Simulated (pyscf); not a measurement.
7 group-13 steps of one kind (substitution at C, radical): barrier in kcal/mol, from the separated reactants or the lowest minimum found. Structures and frequencies: ωB97X-D3(BJ)/def2-SVP in PySCF. Functionals in def2-TZVP; the last column is ωB97M-D3(BJ)/def2-TZVP. Rows were drawn at random from the steps of this kind and element class whose saddle was verified and whose references are stable.

```
step                                                                                      PBE  M06-2X  PBE0-D3(BJ)  ωB97M-D3(BJ)
---------------------------------------------------------------------------------------  ----  ------  -----------  ------------
`[CH3][GaH][CH3]` + `[H]` [doublet] → `[CH4]` + `[CH3][GaH]` [doublet]                   10.9    18.6         15.5          19.9
`[CH3][Al]([CH3])[CH3]` + `[CH3]` [doublet] → `[CH3][CH3]` + `[CH3][Al][CH3]` [doublet]  22.4    31.8         28.4          35.2
`[CH3][Ga]([CH3])[OH]` + `[CH3]` [doublet] → `[CH3][CH3]` + `[CH3][Ga][OH]` [doublet]    20.6    29.3         26.9          31.5
`[CH3][AlH][CH3]` + `[H]` [doublet] → `[CH4]` + `[CH3][AlH]` [doublet]                   12.2    20.8         16.8          22.7
`[CH3][Al]([OH])[OH]` + `[CH3]` [doublet] -> `[CH3][CH3]` + `[OH][Al][OH]` [doublet]        …    32.2         29.5          36.1
`[CH3][Ga]([OH])[OH]` + `[CH3]` [doublet] → `[CH3][CH3]` + `[OH][Ga][OH]` [doublet]         …    28.3         25.9          30.0
`[CH3][Al]([CH3])[F]` + `[H]` [doublet] → `[CH4]` + `[CH3][Al][F]` [doublet]             13.1    21.7         17.9          23.7
```

### Question
What belongs in the gaps?

### Answer

- `[CH3][Al]([OH])[OH]` + `[CH3]` [doublet] -> `[CH3][CH3]` + `[OH][Al][OH]` [doublet], PBE: 23.5
- `[CH3][Ga]([OH])[OH]` + `[CH3]` [doublet] → `[CH3][CH3]` + `[OH][Ga][OH]` [doublet], PBE: 19.5

Differences from the last column (kcal/mol): PBE: mean -11.0, median -10.6, mean size 11.0, lower in 7 of 7; M06-2X: mean -2.4, median -2.0, mean size 2.4, lower in 7 of 7; PBE0-D3(BJ): mean -5.5, median -5.8, mean size 5.5, lower in 7 of 7. PBE is closest for row 1 (9.0 kcal/mol apart) and farthest for row 2 (12.8 kcal/mol). PBE, r²SCAN and M06-2X carry no added dispersion term. The last column is a level with limits of its own. Each barrier is that of the saddle found. Elements up to Kr have no core potential and no relativistic terms here.
